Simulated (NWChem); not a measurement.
chloroform (CHCl₃); SMILES ClC(Cl)Cl

```xyz
5

Cl     0.7912    -1.4856    -0.0834
C      0.0000     0.0000     0.4512
Cl     0.8909     1.4280    -0.0834
Cl    -1.6822     0.0576    -0.0834
H      0.0000     0.0000     1.5460
```
Atoms are numbered in this order, from 1.

Program: NWChem. The geometry was optimised at PBE0/def2-SVP.

**Question.** What does the run give for LDA (Slater exchange, VWN5)/def2-TZVPD? Quantities: highest occupied level (eV); orbital gap (eV); dipole (D).

**Answer.** 
- highest occupied level (eV): -7.63
- orbital gap (eV): 5.29
- dipole (D): 1.03
